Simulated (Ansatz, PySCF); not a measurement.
System: BCl3, charge 0, multiplicity 1. 
Coordinates optimised at B3LYP-D3(BJ)/def2-TZVP (Ansatz, a first-principles code):
```xyz
4

B      0.0000     0.0000     0.0000
Cl     0.0051     1.7450    -0.0247
Cl     1.5085    -0.8773    -0.0189
Cl    -1.5136    -0.8677     0.0437
```
Charge 0, spin multiplicity 1.

Total electronic energies in hartree. Valence correlation only, unless marked. No spin-orbit coupling. No relativistic terms. Basis-set limits of correlation are two-point, X^-3; Hartree-Fock from the larger set. The bracket is a focal-point correction in the basis named.

```tsv
level	program	energy (Eh)
HF/6-31G	Ansatz	-1403.16302
HF/cc-pVTZ	Ansatz	-1403.37541
HF/cc-pV(Q+d)Z	Ansatz	-1403.38998
RI-HF/cc-pV(T+d)Z	Ansatz	-1403.37801
PBE-D3(BJ)/def2-TZVPD	Ansatz + dftd3	-1405.02772
BLYP/def2-TZVPD	Ansatz	-1405.60341
r2SCAN-D4/def2-TZVPD	Ansatz + dftd4	-1405.51975
PBE0/6-31G*	Ansatz	-1405.03565
BHLYP-D3(BJ)/def2-TZVPD	Ansatz + dftd3	-1405.61751
r2SCAN0-D4/def2-TZVPD	Ansatz + dftd4	-1405.50809
M06-2X/def2-TZVPD	PySCF	-1405.57102
HSE06-D4/def2-TZVPD	Ansatz + dftd4	-1405.11637
wB97X-V/def2-TZVPD	Ansatz	-1405.41253
wB97X/def2-TZVPD	Ansatz	-1405.61098
MP2/cc-pwCVTZ	Ansatz	-1404.05169
MP2/cc-pV(Q+d)Z	Ansatz	-1404.11422
MP2/CBS(cc-pV(T+d)Z,cc-pV(Q+d)Z)	Ansatz	-1404.1609
RI-MP2/aug-cc-pV(T+d)Z	Ansatz	-1404.05325
RI-MP2/CBS(cc-pV(T+d)Z,cc-pV(Q+d)Z)	Ansatz	-1404.1604
SCS-MP2/cc-pwCVTZ	Ansatz	-1404.03661
CCSD(T)/cc-pVDZ	PySCF	-1403.85794
RI-MP2/CBS(cc-pV(T+d)Z,cc-pV(Q+d)Z)+[CCSD(T)-MP2]/cc-pV(D+d)Z	Ansatz	-1404.2137
CCSD(T)/CBS(cc-pV(T+d)Z,cc-pV(Q+d)Z)	Ansatz	-1404.2394
```

Totals of different functionals don't rank their quality; only differences between species are comparable.
